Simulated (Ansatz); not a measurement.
Rock-salt BaS, treated with rVV10 (PAW; Ansatz, a program for electronic structure).

Settings: plane-wave cutoff 520 eV, 10×10×10 k mesh, Fermi–Dirac smearing 0.01 eV, scalar-relativistic PAW data made under PBE.

Pressure at four volumes; x = ln(V/33.081 Å³). One pressure is withheld.

| V (Å³/atom) | x | P (GPa) |
|---|---|---|
| 31.096 | -0.0619 | 3.21 |
| 33.081 | 0.0000 | 0.00 |
| 34.404 | 0.0392 | -1.62 |
| 35.065 | 0.0582 | ? |

Pass a parabola P(x) through the three rows shown, estimate the bulk modulus and its pressure derivative near zero pressure, and predict the withheld pressure.

Slopes between the rows: (0.00 − (3.21))/(0.0000 − (-0.0619)) = -51.86 and (-1.62 − (0.00))/(0.0392 − (0.0000)) = -41.33 GPa. Their difference over the span 0.1011 is c = 10.53/0.1011 = 104.2 GPa, so P(x) = 3.21 + (-51.86)(x − (-0.0619)) + 104.2 (x − (-0.0619))(x − (0.0000)). At the middle row B = −dP/dx = −[-51.86 + 104.2 × 0.0619] = 45.4 GPa, and B′ = dB/dP = 2c/B = 4.6. At x = 0.0582 the parabola gives -2.29 GPa; the run gives -2.31 GPa. The Birch–Murnaghan fit to the energies at all volumes has B0 = 45.2 GPa and B′ = 4.5.

Spin–orbit coupling is not included.
